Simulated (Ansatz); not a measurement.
**Molybdenum, bcc: convergence with Fermi-Dirac smearing**

Computed with Ansatz, PBE, scalar-relativistic PAW, on the relaxed cell (a = 3.163 Å; spin not included). Errors count from a run at 420 eV on a Γ-centred 23×23×23 mesh with Fermi-Dirac smearing of 0.1 eV, extrapolated to zero width. Fixed here: cutoff 420 eV, mesh 14×14×14. The SCF starts from atomic densities corrected by a trained network.

```tsv
width (eV)	E(σ→0) error (meV/atom)	F error (meV/atom)	P (GPa)	SCF iterations
0.01	15.6	15.4	0.21	6
0.03	15.5	13.6	0.15	6
0.1	12.8	-1.3	0.00	6
0.2	9.2	-39.1	0.01	6
0.6	75.2	-486.6	6.02	6
1.0	145.3	-1547.4	20.32	6
```

**Question.** What does the run at 0.3 give (width)?

**Answer.** E(σ→0) error (meV/atom): 12.5; F error (meV/atom): -100.2; P (GPa): 0.52; SCF iterations: 6.
